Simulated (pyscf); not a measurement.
H₃C–SiH(CH₃)–CH₃ → H₃C–CH₂–SiH₂–CH₃, a concerted two-bond exchange (singlet surface; C–Si, C–H broken, C–C, H–Si formed). PySCF, gas phase, ωB97X-D3(BJ)/def2-SVP geometries. Energies in kcal/mol from the reactant's lowest minimum found.

Small-basis levels: PySCF, no dispersion term, spherical d functions. AM1 to PM7: differences of heats of formation from MOPAC, which are fitted to 298 K values and so differ in kind from electronic energies by zero-point and thermal terms. Cost: rough CPU time at the saddle relative to B3LYP/6-31G*, from one job on a shared machine.

```csv
level,barrier,reaction energy,cost
HF/6-31G*,137.8,+10.3,0.09
PBE/6-31G*,___,+10.7,2
B3LYP/6-31G*,125.7,+10.7,1
AM1,129.2,+9.5,under 0.02
PM3,135.2,+11.2,under 0.02
PM6,___,+10.6,under 0.02
PM7,134.8,+11.9,under 0.02
ωB97M-D3(BJ)/def2-TZVP,___,+13.2,–
```

Task: Some entries are withheld; supply them.

Result: 
- PBE/6-31G*, barrier: 120.4
- PM6, barrier: 97.1
- ωB97M-D3(BJ)/def2-TZVP, barrier: 127.3

Against the last row the barrier runs from -30.2 (PM6) to +10.5 kcal/mol (HF/6-31G*). ωB97M-D3(BJ)/def2-TZVP has limits of its own. From the product side, •H₂C–CH₃ + H₃C–SiH₂• lies, by one bond made or cut, 23.5 kcal/mol under this saddle at ωB97M-D3(BJ)/def2-TZVP. The same reactants have a lower exit, to CH₃• + H₃C–SiH•–CH₃ (no saddle counted: cutting one bond costs +96.8 kcal/mol at ωB97M-D3(BJ)/def2-TZVP, against +127.3 kcal/mol here). One saddle was located; it need not be the lowest between these sides. A restricted solution here is unstable towards spin polarisation, so biradical character is likely and single-reference numbers are less safe.
